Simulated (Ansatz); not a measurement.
Solid iodine: PBE at its full settings (plane-wave cutoff 520 eV, 8×8×4 k mesh (along the axes of the cell as run), Fermi–Dirac smearing 0.01 eV, scalar-relativistic PAW data made under PBE) and at cheaper ones, in a cell of 4 atoms with Γ-centred meshes.

```json
[
 {"level and setting": "PBE (Ansatz)", "volume per atom (Å³/atom)": "51.51"},
 {"level and setting": "PBE (2×2×2 k mesh) (Ansatz)", "volume per atom (Å³/atom)": "?"},
 {"level and setting": "PBE (4×4×4 k mesh) (Ansatz)", "volume per atom (Å³/atom)": "51.54"}
]
```

Problem. Complete the blanks.

Solution. 
- PBE (2×2×2 k mesh) (Ansatz, a first-principles code), volume per atom (Å³/atom): 60.46

Largest shifts from the full settings: equilibrium volume per atom +17.4 % (PBE (2×2×2 k mesh)).

Caveats: the cell comes from a level without a dispersion term, which matters for the spacing of layers, chains or molecules (PBE, PBE (2×2×2 k mesh), PBE (4×4×4 k mesh)). Ansatz's density-functional and Hartree–Fock values are scalar-relativistic unless marked +SOC, with PAW data made under PBE.

Run with cheap settings on purpose, which may leave them unconverged: PBE (2×2×2 k mesh), PBE (4×4×4 k mesh).
